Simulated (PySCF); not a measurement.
# Na2⁻: the SCF solver's settings

The same problem is solved with other solver options, one edit a run.

Program: PySCF 2.14.0. Level of theory: method and basis as typed in the scripts. These are calculated values, not measurements.

2 further runs of the same task are left out: 2 that didn't finish.

**1. The system as given**

Na2⁻: 2 atoms, charge -1, spin multiplicity 2.

No contacts short enough for the rule that draws bonds.

**2. Base script**

Contents of input.py:

```python
from pyscf import gto, scf

mol = gto.M(
    atom='Na 0 0 0; Na 0 0 3.413',
    basis='x2c-svpall',
    charge=-1,
    spin=1,
    symmetry=True,
    verbose=4,
)
mf = scf.UHF(mol)
mf = mf.sfx2c1e()
mf.kernel()
mf.nuc_grad_method().kernel()
mf.dip_moment()
print('orbital energies (hartree):', [e[max(0, n-3):n+3].round(4) for e, n in zip(mf.mo_energy, mol.nelec)])
```

Run with:

```sh
$ OMP_NUM_THREADS=1 python input.py
```

Its log is not repeated here.

Base result: E(SCF) = -324.004152 Eh, 11 cycles, ⟨S²⟩ = 1.059, gradient on the second atom -0.0055 Eh/bohr.

⟨S²⟩ = 1.06 against 0.75 for a pure state: the determinant is spin-contaminated. The bond length is a typed value, not an optimised one. The dipole of an ion depends on the origin.

**3. Damping 0.2**

Edit 1 changes damping: none → 0.2.

Contents of input.py:

```python
from pyscf import gto, scf

mol = gto.M(
    atom='Na 0 0 0; Na 0 0 3.413',
    basis='x2c-svpall',
    charge=-1,
    spin=1,
    symmetry=True,
    verbose=4,
)
mf = scf.UHF(mol)
mf = mf.sfx2c1e()
mf.damp = 0.2
mf.diis_start_cycle = 8
mf.kernel()
mf.nuc_grad_method().kernel()
mf.dip_moment()
print('orbital energies (hartree):', [e[max(0, n-3):n+3].round(4) for e, n in zip(mf.mo_energy, mol.nelec)])
```

Run with:

```sh
$ OMP_NUM_THREADS=1 python input.py
```

**4. Damping 0.8**

Edit 2 changes damping: none → 0.8.

input.py, as its differences from that of step 2:

```diff
@@ -12,2 +12,4 @@
 mf = mf.sfx2c1e()
+mf.damp = 0.8
+mf.diis_start_cycle = 8
 mf.kernel()
```

**5. Level shift 1 hartree**

Edit 3 changes level shift: none → 1 hartree.

input.py, as its differences from that of step 2:

```diff
@@ -12,2 +12,3 @@
 mf = mf.sfx2c1e()
+mf.level_shift = 1.0
 mf.kernel()
```

**6. Smearing width 0.05 hartree**

Edit 4 changes smearing width: none → 0.05 hartree; step after the SCF: gradient → none.

input.py, as its differences from that of step 2:

```diff
@@ -12,4 +12,4 @@
 mf = mf.sfx2c1e()
+mf = scf.addons.smearing_(mf, sigma=0.05, method='fermi')
 mf.kernel()
-mf.nuc_grad_method().kernel()
 mf.dip_moment()
```

Q: Predict the outcome of this session. Wanted: for each run, E(SCF); from base; gap, α spin.

The runs gave:

| run | E(SCF) (hartree) | from base (eV) | cycles | gap, α spin (eV) |
| --- | --- | --- | --- | --- |
| base | -324.004152 | 0 | 11 | 5.54 |
| damping 0.2 | -324.004152 | 0.0000 | 14 | 5.54 |
| damping 0.8 | -324.004152 | 0.0000 | 16 | 5.54 |
| level shift 1 hartree | -324.004152 | 0.0000 | 41 | 5.54 |
| smearing width 0.05 hartree | -323.830818 | not comparable | 14 | n/a |

Distance from each run's final energy (log10 hartree) by cycle:

| run | cycle 1 | cycle 2 | cycle 3 | cycle 5 | cycle 8 | cycle 12 |
| --- | --- | --- | --- | --- | --- | --- |
| base | -1.8 | -2.2 | -2.4 | -4.5 | -7.4 | done |
| damping 0.2 | -1.8 | -2.1 | -2.3 | -2.6 | -3.1 | -6.5 |
| damping 0.8 | -1.8 | -1.9 | -2.0 | -2.1 | -2.4 | -5.9 |
| level shift 1 hartree | -1.6 | -1.7 | -1.8 | -2.1 | -2.6 | -3.3 |
| smearing width 0.05 hartree | -2.0 | -2.7 | -2.8 | -3.9 | -6.4 | -8.0 |

No change of the SCF energy comes from damping 0.2 or damping 0.8 or level shift 1 hartree. The base needs 11 cycles and the run with level shift 1 hartree needs 41.
